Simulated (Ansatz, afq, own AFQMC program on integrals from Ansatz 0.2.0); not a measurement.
AlGeH3, triplet → AlGeH₃⁺, doublet

```yaml
atoms:
  - { symbol: Ge, position_ang: [0.0000, 0.0032, 0.7571] }
  - { symbol: Al, position_ang: [0.0000, 0.0167, -1.8285] }
  - { symbol: H, position_ang: [0.0000, -1.1750, -0.4756] }
  - { symbol: H, position_ang: [0.0000, -1.0743, -2.9759] }
  - { symbol: H, position_ang: [0.0000, 1.5689, -2.1659] }
```

Connectivity, by distances: Ge–AlH2, 1 bridging H.

E(doublet, charge +1) − E(triplet, charge +0) at this geometry, on UHF and UHF determinants.

Basis cc-pVDZ. Noble-gas cores (and the filled d shells of Ga–Kr and In–Xe) are frozen. AFQMC by an in-house program on the Cholesky factors that Ansatz 0.2.0 writes for its CCSD(T) run. ph-AFQMC/CISD is guided by a CISD state made of CCSD amplitudes; releasing the constraint for a short imaginary time cuts its bias at the price of noise, slowly where states lie close. Free projection: walkers drawn from exp(T), propagated without any constraint. Its projection time is finite, and what remains of the start isn't in its error. Error bars are statistical, one sigma. No spin–orbit coupling. The errors of all members are added in quadrature.

No full CI on the walks' own integrals is used here; CCSDT(Q) serves as the reference and is uncertain by about the last step of the cluster series. Each member takes its own surest rung, up to full CI.

Errors are counted within cc-pVDZ, not against nature.

Cautions: inner d shell frozen; no relativity below Rb; no spin-orbit coupling; AlGeH₃⁺ (doublet): the released energies move by 1.5 errors or more from one time to the next, so no released level is given (meV from the phaseless value at times in 1/Eh: -9 ± 11 at 0.24, -13 ± 9 at 0.51, -11 ± 9 at 0.99, -11 ± 8 at 1.62, -29 ± 9 at 2.40), though the last usable value meets CCSDT(Q) within the noise, its ph-AFQMC/CISD value lies 22 ± 8 meV above CCSDT(Q).

Reference (CCSDT(Q)): 740.6 kJ/mol.

| level | vertical ionization energy (kJ/mol) | error against CCSDT(Q) (kJ/mol) |
| --- | --- | --- |
| HF | 706.8 | -33.8 |
| MP2 | 740.5 | -0.1 |
| CCSD | 737.2 | -3.4 |
| CCSD(T) | 739.9 | -0.7 |
| CCSDT | 740.4 | -0.2 |
| ph-AFQMC/HF | 751.2 ± 5.6 | 10.6 ± 5.6 |
| ph-AFQMC/CISD | 741.5 ± 1.2 | 0.9 ± 1.2 |
| free AFQMC | 739.3 ± 1.5 | -1.3 ± 1.5 |

Correlation beyond CCSD(T) adds 0.7 kJ/mol. The perturbative (T) step is worth +2.7 kJ/mol.

Free projections are given only where their last times agree within the noise and don't stop above the reference; a slow remainder of the start can still hide under it. A walk keeps the symmetry of its determinant, which the program's search chose and which needn't be the lowest solution, so a lower state of the same spin and another symmetry isn't excluded.
